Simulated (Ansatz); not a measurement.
Reaction (SMILES): N (NH3) → [NH2-] + H+
B3LYP-D3(BJ)/def2-TZVP geometries, fixed; electronic energies without zero-point terms.

The deprotonation energy at MP2 with Ansatz (a quantum-chemistry and plane-wave program), in kcal/mol, split into its Hartree-Fock and correlation parts. Cores are frozen. No added dispersion term, no relativity. Functions are those of the species that has most. These sets lack the diffuse functions that anions need.

```csv
basis,X,functions,Hartree-Fock,MP2
cc-pVDZ,2,29,448.58,449.48
cc-pVTZ,3,72,437.11,432.99
cc-pVQZ,4,145,431.26,424.14
cc-pV5Z,5,256,426.01,416.07
```

Worked estimate of the basis-set limit from each neighbouring pair, with Hartree-Fock from the larger set and the correlation part extrapolated as X^-3.
Correlation parts: X = 2: 0.90, X = 3: -4.12, X = 4: -7.12, X = 5: -9.94.
- (2,3): (27·(-4.12) - 8·(0.90))/19 = -6.23; with Hartree-Fock 437.11 the estimate is 430.88 kcal/mol.
- (3,4): (64·(-7.12) - 27·(-4.12))/37 = -9.31; with Hartree-Fock 431.26 the estimate is 421.95 kcal/mol.
- (4,5): (125·(-9.94) - 64·(-7.12))/61 = -12.90; with Hartree-Fock 426.01 the estimate is 413.11 kcal/mol.
The last two estimates differ by 8.84 kcal/mol; the largest set lies 2.96 from the last. Over the last step Hartree-Fock moves by -5.25 and the correlation part by -2.82.
